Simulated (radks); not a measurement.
# F³⁺ in [He] 2s1.5 2p2 3d0.5: an all-electron calculation

An exercise on one series of results from a longer session: the logs are not shown, and one member is left open.

Program: radks (a radial shooting solver on a logarithmic mesh, Libxc functionals) version 1. Level of theory: scalar-relativistic Kohn-Sham, SCAN, spin-unpolarised, spherical densities, finite nucleus. These are calculated values, not measurements, unless marked.

**What is computed**

| Item | Value |
| --- | --- |
| element | fluorine (Z = 9) |
| charge | +3 |
| electrons | 6 |
| configuration | [He] 2s1.5 2p2 3d0.5 |
| nuclear rms radius | 2.8976 fm |

Set-up of the first run:

The run's settings:

```text
Z 9
configuration [He] 2s1.5 2p2 3d0.5 3s0 3p0 4d0 4f0
relativity scalar-relativistic
functional scan,scan
spin unpolarised
nucleus finite rms 2.8976 fm
c 137.035999084
```

One of the session's tables, all rows but one given; the rest of the session is left out.

It belongs to the step «Shells». From the orbitals of this run (lengths in bohr):

| level | <r> | outermost maximum (interpolated) | 90 % within | nodes |
| --- | --- | --- | --- | --- |
| 1s | 0.1756 | 0.114 | 0.314 | 0 |
| 2s | 0.8601 | 0.709 | 1.34 | 1 |
| 2p | 0.8097 | 0.618 | 1.33 | 0 |
| 3s | 2.507 | 2.27 | 3.65 | 2 |
| 3p | 2.655 | 2.40 | 3.92 | 1 |
| 3d | ? | ? | ? | ? |
| 4f | 4.939 | 4.34 | 7.17 | 0 |

Q: Estimate the row for 3d from the others.

**Answer.** <r>: 2.666; outermost maximum (interpolated): 2.28; 90 % within: 4.08; nodes: 0. In the column «<r>» it lies between 3p (2.655) and 4f (4.939).
